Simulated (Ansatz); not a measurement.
# C3H4O2: the cost of one run

Program: Ansatz 0.2.0. Level of theory: the levels named in each step. These are calculated values, not measurements.

## 1. The structure to begin with

Bond lengths: C1–C2 1.342 Å, O3–C4 1.174 Å, C4–O5 1.174 Å, C1–H6 1.103 Å, C1–H7 1.102 Å, C2–H8 1.103 Å, C2–H9 1.102 Å. Angles: C1–C2–H8 121.7°, C1–C2–H9 121.9°, H8–C2–H9 116.4°, C2–C1–H6 121.7°, C2–C1–H7 121.9°, H6–C1–H7 116.4°, O3–C4–O5 179.1°.

Coordinates:

```xyz
9

C     0.9953    0.6628   -1.7079
C     1.1086   -0.6740   -1.6938
O    -0.2331   -1.1945    1.2685
C    -0.6492   -0.1189    1.0474
O    -1.0750    0.9562    0.8423
H     1.7341    1.3123   -1.2098
H     0.1589    1.1704   -2.2153
H     0.3703   -1.3235   -2.1926
H     1.9417   -1.1819   -1.1813
```

## 2. Relaxation, HF/STO-3G

The input, input.yaml:

```yaml
crystal:
  periodic: [false, false, false]
  atoms:
    - { symbol: C, position_ang: [0.9953386, 0.66282927, -1.70787844] }
    - { symbol: C, position_ang: [1.10856772, -0.67398411, -1.69379364] }
    - { symbol: O, position_ang: [-0.23310595, -1.19453732, 1.26852797] }
    - { symbol: C, position_ang: [-0.64922252, -0.11885212, 1.04742483] }
    - { symbol: O, position_ang: [-1.07504673, 0.95619699, 0.84232897] }
    - { symbol: H, position_ang: [1.73405967, 1.31233322, -1.20981869] }
    - { symbol: H, position_ang: [0.15894132, 1.17042442, -2.21533013] }
    - { symbol: H, position_ang: [0.37032246, -1.32346804, -2.19260803] }
    - { symbol: H, position_ang: [1.94170543, -1.18189231, -1.18132284] }
basis:
  gaussian: { orbitals: STO-3G }
hamiltonian:
  xc: hf
relax:
  f_tol: 0.002
  max_steps: 150
```

On the command line:

```console
ansatz run input.yaml --threads 4 --pin off --max-ram 10240MiB --backend cpu --events-out ev --progress --plain --runs-dir out
```

What time and memory should one allow on 4 threads of Intel Xeon at 2.70GHz, shared host?

About 29 s, with a peak of 0.1 GiB.
